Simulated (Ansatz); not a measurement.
**AlFH₂Mg (SMILES [F][AlH][MgH]): one structure at several levels**

The task here is to estimate one member of a computed series from the others.

The runs use Ansatz 0.2.0, Gaussian basis; single points in def2-TZVPP.

Correlated methods freeze the cores. The outer core shell of Li, Na, Mg and K is correlated.

### The starting structure

SMILES `[F][AlH][MgH]`, 5 atoms, charge 0, spin multiplicity 1.

Atoms are counted from 1 here; the program's logs count them from 0.

Bond lengths: F1–Al2 1.653 Å, Al2–Mg3 2.527 Å, Al2–H4 1.617 Å, Mg3–H5 1.726 Å. Angles: F1–Al2–Mg3 140.0°, F1–Al2–H4 111.0°, Mg3–Al2–H4 108.9°, Al2–Mg3–H5 145.0°.

As a file:

```mol
AlFH2Mg
  3D, bonds by distance, orders not assigned

  5  4  0  0  0  0  0  0  0  0999 V2000
   -1.7132   -1.7705    0.7686 F   0  0
   -0.7935   -0.5511    0.1374 Al  0  0
    1.5483    0.3862    0.2899 Mg  0  0
   -1.6452    0.3325   -0.9154 H   0  0
    2.6093    1.6357   -0.2500 H   0  0
  1  2  8  0
  2  3  8  0
  2  4  8  0
  3  5  8  0
M  END
```

Set-up of the first run:

run/in.yaml reads:

```yaml
crystal:
  periodic: [false, false, false]
  atoms:
    - {symbol: F, position_ang: [-1.713200, -1.770500, 0.768600]}
    - {symbol: Al, position_ang: [-0.793500, -0.551100, 0.137400]}
    - {symbol: Mg, position_ang: [1.548300, 0.386200, 0.289900]}
    - {symbol: H, position_ang: [-1.645200, 0.332500, -0.915400]}
    - {symbol: H, position_ang: [2.609300, 1.635700, -0.250000]}
basis:
  gaussian: {orbitals: def2-TZVPP}
correlation: {method: ccsd_t}
output: {forces: true}
```

No record of the launch command was kept for these runs.

Steps of the session up to this table: CCSD(T)/def2-TZVPP; PBE0-D4/def2-TZVPP; wB97M-V/def2-TZVPP; r2SCAN-D4/def2-TZVPP; PBE-D4/def2-TZVPP; SPW92/def2-TZVPP; BHLYP-D4/def2-TZVPP.

One of the session's tables, all rows but one given; the rest of the session is left out.

| method | RMS force component (eV/Å) | angle to CCSD(T) forces (°) | dipole (D) |
| --- | --- | --- | --- |
| CCSD(T) | 0.446 | reference | 2.55 |
| PBE0-D4 | 0.428 | 6.1 | 2.37 |
| wB97M-V | ? | ? | ? |
| r2SCAN-D4 | 0.435 | 5.7 | 2.32 |
| PBE-D4 | 0.409 | 22.2 | 2.19 |
| SPW92 | 0.347 | 11.6 | 2.16 |
| BHLYP-D4 | 0.496 | 16.5 | 2.53 |

Q: Estimate the row for wB97M-V from the others.

As computed: RMS force component (eV/Å): 0.402; angle to CCSD(T) forces (°): 8.2; dipole (D): 2.50. In the column «RMS force component (eV/Å)» it lies between SPW92 (0.347) and PBE-D4 (0.409).
